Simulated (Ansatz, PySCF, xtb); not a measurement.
Protons, H atoms and electrons added to or taken from O[SiH3]. Gas-phase values, no solvent. One relaxed conformer stands for each flexible species; it need not be the lowest. Strings in code marks are SMILES.

Quantity: bond dissociation enthalpy (X–H) at 298 K, in eV. HF references are unrestricted for open shells and restricted for singlets. Thermal and zero-point terms are GFN2-xTB rigid-rotor harmonic values (xtb).

Level 1: frozen-core MP2/cc-pVTZ // B3LYP-D3(BJ)/def2-TZVP (Ansatz, an electronic-structure program)
Level 2: M06-2X/6-31G* // B3LYP-D3(BJ)/def2-TZVP (PySCF)
Level 3: PBE/6-31G* // B3LYP-D3(BJ)/def2-TZVP (PySCF)
Level 4: HF/3-21G // B3LYP-D3(BJ)/def2-TZVP (PySCF)

```csv
species,level 1,level 2,level 3,level 4
H atom removed from O1: `[O][SiH3]`,5.24,4.77,4.58,3.19
```
